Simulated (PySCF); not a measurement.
## Shapes and spin states of HSi(OH)

Level of theory: PBE0 in PySCF with Si def2-TZVP, H def2-TZVP, O def2-TZVP; no relativity; density-fitted integrals.

Relaxations began from a few typed shapes and spin states; open shells are unrestricted. The search is not exhaustive: other isomers or separated fragments can lie lower, and high-lying points may rest on an excited occupation.

```csv
spin,group,bonds,angles,imaginary modes (cm⁻¹),ΔE (kJ/mol),ΔE with ZPE (kJ/mol)
singlet,Cs,"O–H 0.960 Å, Si–H 1.548 Å, Si–O 1.653 Å","H–O–Si 118.9°, H–Si–O 97.8°",none,0.0,0.0
triplet,C1,"O–H 0.960 Å, Si–H 1.497 Å, Si–O 1.654 Å","H–O–Si 116.5°, H–Si–O 116.3°",none,141.9,140.3
```

The lowest minimum found is the singlet Cs: O–H 0.960 Å, Si–H 1.548 Å, Si–O 1.653 Å; H–O–Si 118.9°, H–Si–O 97.8°.
